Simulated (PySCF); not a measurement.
Broadened absorption spectrum of allyl vinyl ether

Allyl vinyl ether, C5H8O.
SMILES with atom numbers: `[CH2:1]=[CH:2][CH2:3][O:4][CH:5]=[CH2:6]` (hydrogens: H7, H8 on C1; H9 on C2; H10, H11 on C3; H12 on C5; H13, H14 on C6)

Method: PySCF 2.14.0, density-fitted response routines, TDDFT PBE0/def2-SVPD, vertical, gas phase, core orbitals frozen in the response. Geometry: GFN2-xTB, one conformer, isolated molecule. Torsions of this conformer, `[CH2:1]=[CH:2][CH2:3][O:4][CH:5]=[CH2:6]`: C1–C2–C3–O4 -137°, C2–C3–O4–C5 -179°, C3–O4–C5–C6 0°.

Broadening: Gaussians 0.4 eV wide at half height, area fixed by f = 4.319×10⁻⁹ ∫ε dν̃. The width is an assumption, not a result. The curve ends short of the highest state used, and states not computed would add to its high-energy end.

```
λ (nm)  ε (L mol⁻¹ cm⁻¹)
 178.9              8752
 180.8              4957
 182.7              3352
 184.7              3042
 186.6              3119
 188.5              3006
 190.4              2562
 192.4              1873
 194.3              1217
 196.2               700
 198.1               364
 200.1               174
 202.0                97
 203.9                76
 205.8                82
 207.8                95
 209.7               104
 211.6               104
 213.5                95
 215.5                78
 217.4                60
 219.3                42
 221.2                28
 223.2                16
 225.1                 9
 227.0                 5
 228.9                 2
 230.9                 1
 232.8                 0
 234.7                 0
```

(1) Locate the maxima and give the states behind the curve.

(2) Coming from long wavelengths, where does ε first pass 100 L mol⁻¹ cm⁻¹?

(3) On this curve, what absorbance would a 10⁻⁴ mol/L sample give at 193 nm over a 1 cm path?

Answers

(1) 211 nm (5.88 eV), ε about 100, made up of S1 (100%); 187 nm (6.63 eV), ε about 3100, made up of S2 (96%) (hardly more than a shoulder) (ε in L mol⁻¹ cm⁻¹; maxima over ε = 5, shares over 10%). At its high-energy end, 6.93 eV, the curve is still rising (ε about 8700, from S4). The states used: S1 5.88 eV (f 0.0015); S2 6.61 eV (f 0.045); S3 6.97 eV (f 0.0013); S4 7.19 eV (f 0.387); S5 7.37 eV (f 0.018); S6 7.53 eV (f 0.209).

(2) At about 213 nm (5.83 eV), 0.05 eV below S1.

(3) 193 nm is 6.424 eV, where ε is about 1700 L mol⁻¹ cm⁻¹, so A = ε c l ≈ 0.17 (Beer–Lambert, with the gas-phase spectrum and the assumed width).
